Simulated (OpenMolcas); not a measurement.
**Potential curves of LiNa⁺: spin-free states**

Computed with OpenMolcas 26.06: state-averaged CASSCF(1,8) over Na 3s 3p, Li 2s 2p, XMS-CASPT2 (IPEA 0.25, imaginary shift 0.2 hartree), scalar X2C, ANO-RCC-VTZP, then RASSI spin–orbit state interaction with atomic mean-field integrals. C2 symmetry about the axis (a holds Σ, Δ, Γ; b holds Π, Φ, H; Σ⁺ and Σ⁻ are not told apart); roots by multiplicity and irrep: 2a 3, 2b 2.

XMS-CASPT2 energies in eV from the lowest point. Curves are followed by energy order within each symmetry, so they are adiabatic and may change character at avoided crossings; Σ⁺ and Σ⁻ are counted together.

```json
{"R (Å)": "2.901", "(1)2Σ": "0.109", "(2)2Σ": "3.130", "(1)2Π": "3.075", "(3)2Σ": "4.279"}
{"R (Å)": "3.069", "(1)2Σ": "0.041", "(2)2Σ": "2.924", "(1)2Π": "2.996", "(3)2Σ": "4.072"}
{"R (Å)": "3.221", "(1)2Σ": "0.009", "(2)2Σ": "2.756", "(1)2Π": "2.941", "(3)2Σ": "3.912"}
{"R (Å)": "3.373", "(1)2Σ": "0.000", "(2)2Σ": "2.601", "(1)2Π": "2.898", "(3)2Σ": "3.771"}
{"R (Å)": "3.542", "(1)2Σ": "0.009", "(2)2Σ": "2.444", "(1)2Π": "2.862", "(3)2Σ": "3.635"}
{"R (Å)": "3.710", "(1)2Σ": "0.033", "(2)2Σ": "2.302", "(1)2Π": "2.835", "(3)2Σ": "3.515"}
```

Only roots inside an energy window near the equilibrium distance were included, so the list of states is not complete; labels number the states computed. Each spin and symmetry block has orbitals of its own, averaged over its own roots, so gaps between blocks are less sure than gaps within one and near the minimum can be off by tenths of an eV, in bad cases by more. No Rydberg orbitals are active, so Rydberg states, and σ→σ* states whose orbital the CASSCF left unused, can be missing between those listed. Points that failed a check (symmetry, reference weights, a jump) are left out.
